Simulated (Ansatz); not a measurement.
# CH4Al (doublet): relaxing a cheap start

Aim: relax a generated start of CH4Al (doublet) and see which bonds hold.

Program: Ansatz 0.2.0, Gaussian basis. Level of theory: UKS PBE0/def2-TZVP. These are calculated values, not measurements.

## Step 1: The system as given

6 atoms, charge 0, spin multiplicity 2.

Atoms are counted from 1 here; the program's logs count them from 0.

Bond lengths: Al1–C2 2.007 Å, Al1–H3 1.589 Å, C2–H4 1.098 Å, C2–H5 1.096 Å, C2–H6 1.096 Å. Angles: C2–Al1–H3 121.9°, Al1–C2–H4 110.7°, Al1–C2–H5 113.0°, Al1–C2–H6 113.0°, H4–C2–H5 106.6°, H4–C2–H6 106.6°, H5–C2–H6 106.5°.

Coordinates:

```
atom    x (Å)    y (Å)    z (Å)
 Al1  -0.7101  -0.0436  -0.0004
  C2   1.2963  -0.0075   0.0012
  H3  -1.5731   1.2905  -0.0082
  H4   1.7027  -1.0277   0.0069
  H5   1.7150   0.5013   0.8771
  H6   1.7166   0.4922  -0.8792
```

The start was built by rule and, where that kept it together, relaxed with GFN2-xTB. Sticks and bond lists go by distance. 

## Step 2: Relaxation

The input, in.yaml:

```yaml
crystal:
  periodic: [false, false, false]
  atoms:
    - {symbol: Al, position_ang: [-0.710089, -0.043609, -0.000415]}
    - {symbol: C, position_ang: [1.296339, -0.007463, 0.001212]}
    - {symbol: H, position_ang: [-1.573138, 1.290491, -0.008151]}
    - {symbol: H, position_ang: [1.702689, -1.027666, 0.006898]}
    - {symbol: H, position_ang: [1.714975, 0.501313, 0.877133]}
    - {symbol: H, position_ang: [1.716564, 0.492156, -0.879208]}
basis:
  gaussian: {orbitals: def2-TZVP}
magnetization: {spin_polarized: true, initial_magnetization: 1}
hamiltonian: {xc: pbe0}
relax: {f_tol: 0.004, max_steps: 80}
```

The run is started by

```
> ansatz run in.yaml --threads 1 --pin off --events-out ev --progress --plain --max-ram 2176MiB
```

Before running it: what results should come out? Wanted: energy gained; shift from the start; total energy; dipole moment; ⟨S²⟩.

**Answer**, as computed:

| quantity | value |
| --- | --- |
| steps | 6 |
| energy gained | 0.030 eV |
| shift from the start (rms) | 0.076 Å |
| total energy | -7693.7667 eV |
| dipole moment | 0.69 D |
| ⟨S²⟩ | 0.752 |

**Reading.** The bonds of the start are those of the end. Al1–C2 went from 2.007 to 1.965 Å. No vibrations were run, so this is a stationary point, not a proven minimum, and this spin need not be the ground state's.
